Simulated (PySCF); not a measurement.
**SiB⁻, CCSD(T): how much the basis matters**

PySCF, ROHF reference; triplet, unpaired electrons σ ↑, π ↑; De to Si⁻ + B without counterpoise correction. Frozen cores follow the default of each basis and core potential.

```json
{"basis": "def2-SVPD", "relativity": "no relativity", "functions": "44", "Re (Å)": "1.880", "ωe (cm⁻¹)": "813", "De (eV)": "n/a", "frozen orbitals": "6"}
{"basis": "aug-pcseg-1", "relativity": "no relativity", "functions": "50", "Re (Å)": "1.889", "ωe (cm⁻¹)": "782", "De (eV)": "3.08", "frozen orbitals": "6"}
{"basis": "def2-TZVPPD", "relativity": "no relativity", "functions": "85", "Re (Å)": "1.875", "ωe (cm⁻¹)": "795", "De (eV)": "n/a", "frozen orbitals": "6"}
```

Problem. How does each smaller set differ from the one with most functions, def2-TZVPPD?

Solution. def2-SVPD: +0.5 pm, +2.3 % in ωe; aug-pcseg-1: +1.4 pm, -1.6 % in ωe. All at CCSD(T); the set with most functions is neither the basis-set limit nor always the best.

Correlated steps freeze 6 core orbitals. Correlated levels converge slowly with the basis: in double zeta they bind strong bonds too weakly, by up to about 1 eV, and carry superposition errors of some tenths. For an ion De counts to the pair picked by the measured ionisation energies or electron affinities, which need not be the lowest pair at this level. The CCSD T1 diagnostic is raised in SiB⁻, a sign that a single reference may not be enough there. The state is the lowest determinant that a PBE0 search found; another state may lie lower at other levels.
